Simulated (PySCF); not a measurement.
## Energy of B (boron, neutral) between two integer charges

The 2p alpha orbital of [He] 2s2 2p1 is emptied in steps (occupation f), with all orbitals relaxed, ending at [He] 2s2. Calculation: PySCF 2.14, in aug-cc-pVTZ (5s4p3d2f, 46 functions); the non-relativistic Hamiltonian (point nucleus). The exact energy is a straight line in f; departures are measured from the line between the end points of the same method.

```csv
f,UHF (eV),LDA (eV),PBE (eV),PBE0 (eV),r2SCAN (eV),LC-wPBE (eV),BHandHLYP (eV),wB97X (eV),HSE06 (eV),CAM-B3LYP (eV)
1,0.000,0.000,0.000,0.000,0.000,0.000,0.000,0.000,0.000,0.000
0.8,0.097,-0.737,-0.731,-0.528,-0.672,-0.088,-0.332,-0.127,-0.591,-0.317
0.6,0.141,-1.122,-1.109,-0.797,-1.010,-0.131,-0.499,-0.191,-0.892,-0.478
0.4,0.136,-1.136,-1.119,-0.800,-1.011,-0.130,-0.499,-0.191,-0.894,-0.479
0.2,0.088,-0.764,-0.750,-0.533,-0.672,-0.085,-0.332,-0.126,-0.596,-0.319
0,0.000,0.000,0.000,0.000,0.000,0.000,0.000,0.000,0.000,0.000
```

Q: For UHF, how does the orbital energy at f = 1 compare with the removal energy?

A: −ε = 8.666 eV against a total-energy difference of 8.037 eV. By Janak's theorem ε = ∂E/∂f, so the gap between them reflects the curvature. Along the path −ε is 8.383 (f = 0.8), 8.131 (f = 0.6), 7.902 (f = 0.4), 7.694 (f = 0.2) eV.

| method | E(f=0) − E(f=1) (eV) | −ε at f=1 (eV) | −ε at f=0.4 (eV) |
| --- | --- | --- | --- |
| UHF | 8.037 | 8.666 | 7.902 |
| LDA | 8.642 | 4.113 | 9.527 |
| PBE | 8.670 | 4.172 | 9.564 |
| PBE0 | 8.645 | 5.375 | 9.302 |
| r2SCAN | 8.766 | 4.588 | 9.610 |
| LC-wPBE | 8.765 | 8.220 | 8.884 |
| BHandHLYP | 8.568 | 6.503 | 8.987 |
| wB97X | 8.507 | 7.720 | 8.672 |
| HSE06 | 8.652 | 4.985 | 9.390 |
| CAM-B3LYP | 8.718 | 6.757 | 9.115 |

Reference removal energy between the ground levels: 8.298 eV (measured; NIST Atomic Spectra Database, ionization energies). The calculation has no spin-orbit coupling. UHF lacks correlation.
